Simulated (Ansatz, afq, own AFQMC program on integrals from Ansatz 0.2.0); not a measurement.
**BH3Cl (doublet): quantum Monte Carlo beside coupled cluster at distance B1–H4 along a hydrogen transfer = 1.282 Å, cc-pVTZ**

Aim: compute BH3Cl (doublet) with auxiliary-field quantum Monte Carlo on the same integrals as coupled cluster, and set the energies side by side.

Method: cc-pVTZ, frozen cores; program: Ansatz 0.2.0, Gaussian basis, and an in-house AFQMC program (afq) on its integrals; all values are calculated.

Plan: PBE (unrestricted); r2SCAN (unrestricted); PBE0 (unrestricted); B3LYP (unrestricted); CCSD(T) on UHF; wB97M-V (unrestricted); B2PLYP (unrestricted); Phaseless AFQMC, CISD trial on UHF; Phaseless AFQMC, single-determinant trial on UHF.

## 1. The geometry

The geometry derives from fragments relaxed apart (PBE0/def2-TZVP) and kept rigid, so it is no stationary point. A hydrogen atom is moved between rigid fragments.

5 atoms, charge 0, spin multiplicity 2.

Atoms are counted from 1 here; the program's logs count them from 0.

Bond lengths: B1–H2 1.193 Å, B1–H3 1.193 Å, B1–H4 1.282 Å, H4–Cl5 1.572 Å. Angles: H2–B1–H3 120.0°, H2–B1–H4 120.0°, H3–B1–H4 120.0°, B1–H4–Cl5 180.0°.

## 2. PBE (unrestricted)

in.yaml

```yaml
crystal:
  periodic: [false, false, false]
  atoms:
    - {symbol: B, position_ang: [-2.054708, 0.000000, 0.000000]}
    - {symbol: H, position_ang: [-2.651442, 1.033571, 0.000000]}
    - {symbol: H, position_ang: [-2.651442, -1.033571, 0.000000]}
    - {symbol: H, position_ang: [-0.772708, 0.000000, 0.000000]}
    - {symbol: Cl, position_ang: [0.799292, 0.000000, 0.000000]}
basis:
  gaussian: {orbitals: cc-pVTZ}
magnetization: {spin_polarized: true, initial_magnetization: 1}
hamiltonian: {xc: {name: PBE}}
output: {orbitals: {seedname: orbitals}}
```

Run with:

```bash
$ ansatz run in.yaml --threads 1 --pin off --events-out ev --progress --plain --max-ram 8192MiB --backend cpu
```

Log:

```text
Functional definition: PBE
  name "PBE"
  cite "Perdew, Burke & Ernzerhof, Phys. Rev. Lett. 77, 3865 (1996) doi:10.1103/PhysRevLett.77.3865"
  parent pbe
  parameter kappa = 0.804
  parameter beta = 0.06672455060314922
  exchange = pbe_x(kappa = kappa, mu = beta*pi^2/3)
  correlation = pbe_c(beta = beta)
665 factors; their error is unknown
mean field evaluation 1: about -13237.7475 eV, gradient 1.4e1 eV
mean field evaluation 2: about -13237.1927 eV, gradient 1.6e1 eV
mean field evaluation 4: about -13239.2171 eV, gradient 8.5e-1 eV
mean field evaluation 8: about -13239.2213 eV, gradient 2.3e-2 eV
mean field evaluation 16: about -13239.1995 eV, gradient 3.3e-5 eV
mean field evaluation 32: about -13239.1995 eV, gradient 3.3e-5 eV
mean field -13239.19946392 eV, -486.5316064473 hartree, gradient 3.3e-5 eV, S^2 0.752553; 3 other end points of the search recorded, 0 dependent functions left out
reference -13239.19949840 eV, -486.5316077143 hartree; 13, 12 occupied and 93, 94 virtual orbitals, 665 factors
Total energy: -13239.19949840 eV, -486.5316077143 hartree
```

Wall time 3.3 s (1 thread of AMD EPYC 7R13 (Zen 3), shared host); peak memory 1.6 GiB.

From the report: ⟨S²⟩ of the determinant 0.753 (pure doublet: 0.75).

## 3. r2SCAN (unrestricted)

in.yaml: that of step 2 with these lines changed.

```diff
@@ -11,3 +11,2 @@
 magnetization: {spin_polarized: true, initial_magnetization: 1}
-hamiltonian: {xc: {name: PBE}}
-output: {orbitals: {seedname: orbitals}}
+hamiltonian: {xc: {name: r2SCAN}}
```

The command is unchanged.

Log:

```text
Functional definition: r2SCAN
  name "r2SCAN"
  cite "Furness, Kaplan, Ning, Perdew & Sun, J. Phys. Chem. Lett. 11, 8208 (2020) doi:10.1021/acs.jpclett.0c02405"
  cite "Furness, Kaplan, Ning, Perdew & Sun, J. Phys. Chem. Lett. 11, 9248 (2020) doi:10.1021/acs.jpclett.0c03077"
  parent r2scan
  parameter k0 = 0.174
  parameter k1 = 0.065
  parameter a1 = 4.9479
  exchange = r2scan_x(k0 = k0, k1 = k1, a1 = a1)
  correlation = r2scan_c
665 factors; their error is unknown
mean field evaluation 1: about -13243.3571 eV, gradient 1.2e1 eV
mean field evaluation 2: about -13243.4190 eV, gradient 1.1e1 eV
mean field evaluation 4: about -13244.3314 eV, gradient 6.7e-1 eV
mean field evaluation 8: about -13244.3131 eV, gradient 2.5e-1 eV
mean field evaluation 16: about -13244.3133 eV, gradient 3.5e-5 eV
mean field -13244.31331135 eV, -486.7195368741 hartree, gradient 3.5e-5 eV, S^2 0.755898; 0 other end points of the search recorded, 0 dependent functions left out
reference -13244.31332263 eV, -486.7195372888 hartree; 13, 12 occupied and 93, 94 virtual orbitals, 665 factors
Total energy: -13244.31332263 eV, -486.7195372888 hartree
```

Run time: 3 s. Hardware: 1 thread of AMD EPYC 7R13 (Zen 3), shared host; peak memory 1.6 GiB.

From the report: ⟨S²⟩ of the determinant 0.756 (pure doublet: 0.75).

## 4. PBE0 (unrestricted)

in.yaml: that of step 3 with these lines changed.

```diff
@@ -11,2 +11,3 @@
 magnetization: {spin_polarized: true, initial_magnetization: 1}
-hamiltonian: {xc: {name: r2SCAN}}
+hamiltonian: {xc: {name: PBE0}}
+output: {orbitals: {seedname: orbitals}}
```

The command is unchanged.

Log:

```text
Functional definition: PBE0
  name "PBE0"
  cite "Adamo & Barone, J. Chem. Phys. 110, 6158 (1999) doi:10.1063/1.478522"
  cite "Perdew, Burke & Ernzerhof, Phys. Rev. Lett. 77, 3865 (1996) doi:10.1103/PhysRevLett.77.3865"
  parent pbe
  parameter a = 0.25
  parameter kappa = 0.804
  parameter beta = 0.06672455060314922
  exchange = (1 - a)*pbe_x(kappa = kappa, mu = beta*pi^2/3) + a*exact_x
  correlation = pbe_c(beta = beta)
691 factors; their error is unknown
mean field evaluation 1: about -13239.8912 eV, gradient 8.6e0 eV
mean field evaluation 2: about -13240.2352 eV, gradient 4.7e0 eV
mean field evaluation 4: about -13240.3750 eV, gradient 6.5e-1 eV
mean field evaluation 8: about -13240.4462 eV, gradient 2.4e-1 eV
mean field evaluation 16: about -13240.4464 eV, gradient 6.9e-6 eV
mean field -13240.44636044 eV, -486.5774290492 hartree, gradient 7.0e-6 eV, S^2 0.755643; 0 other end points of the search recorded, 0 dependent functions left out
reference -13240.44638642 eV, -486.5774300042 hartree; 13, 12 occupied and 93, 94 virtual orbitals, 691 factors
Total energy: -13240.44638642 eV, -486.5774300042 hartree
```

Run time: 1.9 s. Hardware: 1 thread of AMD EPYC 7R13 (Zen 3), shared host; peak memory 1.6 GiB.

From the report: ⟨S²⟩ of the determinant 0.756 (pure doublet: 0.75).

## 5. B3LYP (unrestricted)

in.yaml: that of step 4 with these lines changed.

```diff
@@ -11,3 +11,2 @@
 magnetization: {spin_polarized: true, initial_magnetization: 1}
-hamiltonian: {xc: {name: PBE0}}
-output: {orbitals: {seedname: orbitals}}
+hamiltonian: {xc: {name: B3LYP}}
```

Launched as before.

Log (excerpt; [...] marks lines left out):

```text
Functional definition: B3LYP
  name "B3LYP"
  cite "Stephens, Devlin, Chabalowski & Frisch, J. Phys. Chem. 98, 11623 (1994) doi:10.1021/j100096a001"
  cite "Becke, Phys. Rev. A 38, 3098 (1988) doi:10.1103/PhysRevA.38.3098"
  cite "Lee, Yang & Parr, Phys. Rev. B 37, 785 (1988) doi:10.1103/PhysRevB.37.785"
  cite "Vosko, Wilk & Nusair, Can. J. Phys. 58, 1200 (1980) doi:10.1139/p80-159"
[...]
680 factors; their error is unknown
[...]
mean field -13246.53839430 eV, -486.8013071644 hartree, gradient 2.5e-5 eV, S^2 0.754293; 0 other end points of the search recorded, 0 dependent functions left out
reference -13246.53861747 eV, -486.8013153656 hartree; 13, 12 occupied and 93, 94 virtual orbitals, 680 factors
Total energy: -13246.53861747 eV, -486.8013153656 hartree
```

Wall time 1.9 s (1 thread of AMD EPYC 7R13 (Zen 3), shared host); peak memory 1.6 GiB.

From the report: ⟨S²⟩ of the determinant 0.754 (pure doublet: 0.75).

## 6. CCSD(T) on UHF

in.yaml: that of step 5 with these lines changed.

```diff
@@ -11,2 +11,2 @@
 magnetization: {spin_polarized: true, initial_magnetization: 1}
-hamiltonian: {xc: {name: B3LYP}}
+correlation: {method: ccsd_t, electrons: outside_noble_gas, hamiltonian_folder: ham}
```

Run with:

```bash
$ ansatz run in.yaml --threads 1 --pin off --events-out ev --progress --plain --max-ram 24576MiB --backend cuda --devices 0, --max-vram 18GiB
```

Log (excerpt; [...] marks lines left out):

```text
Functional definition: HF
  name "HF"
  cite "Fock, Z. Phys. 61, 126 (1930) doi:10.1007/BF01340294"
  parent pbe
[...]
602 factors; integrals over basis functions are off by at most 1.2e-3 eV
[...]
mean field -13220.88696110 eV, -485.8586343813 hartree, gradient 5.0e-6 eV, S^2 0.775003; 2 other end points of the search recorded, 0 dependent functions left out
determinant -13220.88696110 eV, -485.8586343813 hartree, with singles and doubles -13230.09468987 eV, -486.1970121725 hartree
determinant -13218.99702409 eV, -485.7891804774 hartree, with singles and doubles -13228.10626705 eV, -486.1239389817 hartree
determinant -13218.96300160 eV, -485.7879301738 hartree, with singles and doubles -13228.07205109 eV, -486.1226815684 hartree
6 core orbitals not correlated: weight in the atoms' cores, before any rotation towards them, 1.000 or more for the frozen orbitals, at most 0.000 for the correlated occupied ones
reference -13220.88696110 eV, -485.8586343813 hartree; 7, 6 occupied and 93, 94 virtual orbitals, 602 factors
second order -7.99757434 eV of doubles, -0.00000000 eV of singles
cycle   1  -9.08608063 eV  change   -4.1e-1 eV  update   1.7e-2
[...]
cycle   9  -9.09670115 eV  change    3.5e-7 eV  update   7.8e-6
perturbative correction -0.30137017 eV, -0.0110751496 hartree
Total energy: -13230.28503242 eV, -486.2040071323 hartree
```

It took 11 s on 1 × NVIDIA H100 80GB HBM3 with 1 thread of AMD EPYC 7R13 (Zen 3), shared host; peak host memory 1.6 GiB.

From the report: ⟨S²⟩ of the determinant 0.775 (pure doublet: 0.75); correlation -9.3981 eV; T1 0.013; largest double amplitude 0.04.

This run also writes the integrals to the folder ham.

## 7. wB97M-V (unrestricted)

in.yaml: that of step 6 with these lines changed.

```diff
@@ -11,2 +11,3 @@
 magnetization: {spin_polarized: true, initial_magnetization: 1}
-correlation: {method: ccsd_t, electrons: outside_noble_gas, hamiltonian_folder: ham}
+hamiltonian: {xc: {name: wB97M-V}}
+output: {orbitals: {seedname: orbitals}}
```

Run with:

```bash
$ ansatz run in.yaml --threads 1 --pin off --events-out ev --progress --plain --max-ram 8192MiB --backend cpu
```

Log (excerpt; [...] marks lines left out):

```text
Functional definition: wB97M-V
  name "wB97M-V"
  cite "Mardirossian & Head-Gordon, J. Chem. Phys. 144, 214110 (2016) doi:10.1063/1.4952647"
  cite "Becke, J. Chem. Phys. 107, 8554 (1997) doi:10.1063/1.475007"
  cite "Vydrov & Van Voorhis, J. Chem. Phys. 133, 244103 (2010) doi:10.1063/1.3521275"
  # Of w^i u^j: cxij and so on, Table III.
[...]
  gx(w, u) = 1 - cx + cx01*u + cx10*w
  gss(w, u) = css00 + css04*u^4 + css10*w + css20*w^2 + css43*w^4*u^3
  gos(w, u) = cos00 + cos10*w + (cos20 + cos21*u)*w^2 + (cos60 + cos61*u)*w^6
[...]
      + integral(e_c_pw_mod_opposite_spin*gos(b97_w_opposite, b97_u_opposite)) + vv10(b, c)
668 factors; their error is unknown
141 factors; integrals over basis functions are off by at most 6.7e-5 eV
[...]
mean field -13244.22679370 eV, -486.7163574090 hartree, gradient 3.9e-5 eV, S^2 0.753785; 0 other end points of the search recorded, 0 dependent functions left out
reference -13244.22683289 eV, -486.7163588495 hartree; 13, 12 occupied and 93, 94 virtual orbitals, 668 factors
Total energy: -13244.22683289 eV, -486.7163588495 hartree
```

It took 6 s on 1 thread of AMD EPYC 7R13 (Zen 3), shared host; peak memory 1.6 GiB.

From the report: ⟨S²⟩ of the determinant 0.754 (pure doublet: 0.75).

## 8. B2PLYP (unrestricted)

in.yaml: that of step 7 with these lines changed.

```diff
@@ -11,3 +11,3 @@
 magnetization: {spin_polarized: true, initial_magnetization: 1}
-hamiltonian: {xc: {name: wB97M-V}}
-output: {orbitals: {seedname: orbitals}}
+hamiltonian: {xc: {name: B2PLYP}}
+correlation: {electrons: outside_noble_gas}
```

Launched as before.

Log (excerpt; [...] marks lines left out):

```text
Functional definition: B2PLYP
  name "B2PLYP"
  cite "Grimme, J. Chem. Phys. 124, 034108 (2006) doi:10.1063/1.2148954"
  cite "Becke, Phys. Rev. A 38, 3098 (1988) doi:10.1103/PhysRevA.38.3098"
  cite "Lee, Yang & Parr, Phys. Rev. B 37, 785 (1988) doi:10.1103/PhysRevB.37.785"
[...]
602 factors; integrals over basis functions are off by at most 1.2e-3 eV
[...]
mean field -13238.67973216 eV, -486.5125066576 hartree, gradient 6.0e-6 eV, S^2 0.760653; 0 other end points of the search recorded, 0 dependent functions left out
6 core orbitals not correlated: weight in the atoms' cores, before any rotation towards them, 1.000 or more for the frozen orbitals, at most 0.000 for the correlated occupied ones
reference -13238.67987418 eV, -486.5125118765 hartree; 7, 6 occupied and 93, 94 virtual orbitals, 602 factors
second order -9.79161218 eV of doubles, -0.00000000 eV of singles
Total energy: -13241.32360947 eV, -486.6096673564 hartree
```

Run time: 2.5 s. Hardware: 1 thread of AMD EPYC 7R13 (Zen 3), shared host; peak memory 1.9 GiB.

From the report: ⟨S²⟩ of the determinant 0.761 (pure doublet: 0.75).

## 9. Phaseless AFQMC, CISD trial on UHF

It reads the integrals that the CCSD(T) run on this determinant wrote.

Run with:

```bash
$ afq ham --method phaseless --trial cisd --walkers 900 --populations 20 --least-time 60 --time-step 0.005 --steps-per-block 50 --equilibration-blocks 28 --max-blocks 4000 --target-error 0.00021 --factor-cut 1e-05 --start spin_pure --seed 1097 --release-times 0.24,0.51,0.99,1.62,2.4 --release-step 0.03 --release-every 3 --taylor-order 6
```

Log:

```text
orbitals 100  electrons 7 6  factors 594 of 602
reference energy -485.85863438 Eh
CCSD correlation -0.33429770 Eh in 11 cycles, weight of the determinant in the CISD state 0.8705
energy of the start -486.191653 Eh
 block  time / (1/Eh)  mean weight  energy / Eh
     1     0.250  1.0006  -486.187393
     2     0.500  0.9999  -486.191585
     3     0.750  1.0002  -486.195975
     4     1.000  0.9997  -486.197965
     5     1.250  1.0011  -486.200620
     6     1.500  0.9999  -486.202297
     7     1.750  0.9993  -486.201154
     8     2.000  1.0005  -486.201316
     9     2.250  0.9993  -486.203239
    10     2.500  1.0005  -486.203917
    13     3.250  1.0004  -486.204304
    16     4.000  1.0004  -486.205139
    19     4.750  0.9997  -486.205333
    22     5.500  1.0002  -486.204556
    25     6.250  1.0000  -486.205300
    28     7.000  1.0003  -486.206583
    31     7.750  1.0005  -486.205297
    34     8.500  1.0003  -486.205163
    37     9.250  0.9997  -486.204764
    40    10.000  1.0006  -486.207345
    43    10.750  0.9996  -486.205966
    46    11.500  0.9995  -486.207923
    49    12.250  1.0003  -486.203654
    52    13.000  1.0006  -486.204580
    55    13.750  0.9998  -486.206590
    58    14.500  0.9990  -486.204333
    61    15.250  0.9999  -486.204467
    64    16.000  0.9995  -486.204211
    67    16.750  1.0012  -486.202188
    70    17.500  1.0003  -486.205026
    73    18.250  0.9995  -486.205584
    76    19.000  1.0001  -486.206710
    79    19.750  1.0006  -486.204266
    82    20.500  0.9990  -486.205759
    85    21.250  0.9999  -486.205135
    88    22.000  0.9990  -486.205512
    91    22.750  1.0005  -486.206201
    94    23.500  0.9996  -486.204410
    97    24.250  1.0002  -486.205625
   100    25.000  1.0007  -486.202339
   103    25.750  0.9999  -486.204577
   106    26.500  1.0006  -486.204487
   109    27.250  1.0000  -486.203196
   112    28.000  1.0007  -486.205506
   115    28.750  0.9998  -486.205482
   118    29.500  0.9997  -486.206327
   121    30.250  0.9989  -486.204583
   124    31.000  1.0005  -486.205120
   127    31.750  0.9999  -486.205430
   130    32.500  1.0001  -486.206434
   133    33.250  1.0004  -486.207283
   136    34.000  0.9998  -486.205391
   139    34.750  1.0004  -486.206786
   142    35.500  0.9994  -486.206079
   145    36.250  1.0006  -486.204570
   148    37.000  1.0001  -486.205327
error from the spread of 20 populations
released: time / (1/Eh)  energy / Eh  error  mean overlap
  0.24  -486.205419  0.000116  0.9961
  0.51  -486.205559  0.000162  0.9956
  0.99  -486.205588  0.000184  0.9887
  1.62  -486.206358  0.000290  0.9649
  2.40  -486.206309  0.000280  0.9368
energy -486.205214 +/- 0.000189 Eh
```

It took 2.6 min on 1 × NVIDIA H100 80GB HBM3 with 2 threads of AMD EPYC 7R13 (Zen 3), shared host; peak host memory 1.9 GiB.

Energy -13230.3179 ± 0.0052 eV. Caveats: constraint bias not in the error.

## 10. Phaseless AFQMC, single-determinant trial on UHF

It reads the integrals that the CCSD(T) run on this determinant wrote.

Run with:

```bash
$ afq ham --method phaseless --trial hf --walkers 900 --populations 10 --least-time 40 --time-step 0.005 --steps-per-block 20 --equilibration-blocks 112 --max-blocks 4000 --target-error 0.0010500000000000002 --factor-cut 1e-05 --start spin_pure --seed 8777 --taylor-order 6
```

Log:

```text
orbitals 100  electrons 7 6  factors 594 of 602
reference energy -485.85863438 Eh
CCSD correlation -0.33429770 Eh in 11 cycles, weight of the determinant in the CISD state 0.8705
energy of the start -485.859265 Eh
 block  time / (1/Eh)  mean weight  energy / Eh
     1     0.100  1.0009  -485.944589
     2     0.200  1.0029  -486.002802
     3     0.300  1.0019  -486.044922
     4     0.400  1.0016  -486.078488
     5     0.500  1.0015  -486.097514
     6     0.600  1.0013  -486.117793
     7     0.700  1.0012  -486.134967
     8     0.800  1.0010  -486.143981
     9     0.900  1.0014  -486.162802
    10     1.000  1.0014  -486.171613
    12     1.200  0.9994  -486.173905
    23     2.300  1.0002  -486.193086
    34     3.400  1.0003  -486.203681
    45     4.500  1.0001  -486.199066
    56     5.600  1.0005  -486.183819
    67     6.700  1.0010  -486.196746
    78     7.800  0.9998  -486.209461
    89     8.900  1.0007  -486.207338
   100    10.000  0.9994  -486.201940
   111    11.100  1.0002  -486.202252
   122    12.200  0.9987  -486.203758
   133    13.300  0.9996  -486.198440
   144    14.400  1.0003  -486.209315
   155    15.500  0.9991  -486.203770
   166    16.600  1.0008  -486.206740
   177    17.700  1.0006  -486.198011
   188    18.800  1.0006  -486.213527
   199    19.900  1.0003  -486.208981
   210    21.000  1.0003  -486.211747
   221    22.100  0.9997  -486.209245
   232    23.200  0.9997  -486.207577
   243    24.300  1.0001  -486.189543
   254    25.400  1.0003  -486.201811
   265    26.500  0.9999  -486.200878
   276    27.600  0.9999  -486.193600
   287    28.700  1.0001  -486.204219
   298    29.800  1.0010  -486.208589
   309    30.900  1.0009  -486.212241
   320    32.000  0.9995  -486.201579
   331    33.100  1.0008  -486.201438
   342    34.200  0.9995  -486.211208
   353    35.300  0.9997  -486.216488
   364    36.400  1.0006  -486.217515
   375    37.500  0.9988  -486.205070
   386    38.600  1.0001  -486.209921
   397    39.700  1.0002  -486.204480
   408    40.800  0.9997  -486.211272
   419    41.900  0.9995  -486.207935
   430    43.000  0.9998  -486.199824
   441    44.100  0.9996  -486.209836
   452    45.200  0.9998  -486.198410
error from the spread of 10 populations
energy -486.204144 +/- 0.001042 Eh
```

Wall time 43 s (1 × NVIDIA H100 80GB HBM3 with 2 threads of AMD EPYC 7R13 (Zen 3), shared host); peak host memory 1.9 GiB.

Energy -13230.2887 ± 0.0283 eV. Caveats: constraint bias not in the error.

## 11. All levels side by side

On the UHF determinant, counted from CCSD(T) (a yardstick, not exact):

```tsv
level	energy (eV)	from CCSD(T) (kJ/mol)	statistical error (kJ/mol)	time
HF	-13220.8870	+906.8		
MP2	-13228.8845	+135.1		
CCSD	-13229.9837	+29.1		
CCSD(T)	-13230.2850	0.0		
Phaseless AFQMC, CISD trial, step 0.005, 900 walkers	-13230.3179	-3.2	0.5	2.6 min
Phaseless AFQMC, single-determinant trial, step 0.005, 900 walkers	-13230.2887	-0.4	2.7	43 s
```

The functionals' totals stand on their own zeros and serve differences with other points: PBE -13239.199 eV; r2SCAN -13244.313 eV; PBE0 -13240.446 eV; B3LYP -13246.539 eV; wB97M-V -13244.227 eV; B2PLYP -13241.324 eV.

## 12. Results

| quantity | value |
| --- | --- |
| Phaseless AFQMC, CISD trial on UHF from CCSD(T) | -3.2 ± 0.5 kJ/mol |
| Phaseless AFQMC, single-determinant trial on UHF from CCSD(T) | -0.4 ± 2.7 kJ/mol |

On UHF the phaseless walk with the CISD trial lies -3.2 kJ/mol from CCSD(T), 6 times its error bar. Error bars are statistical and leave out the constraint, the time step and what remains of the start.
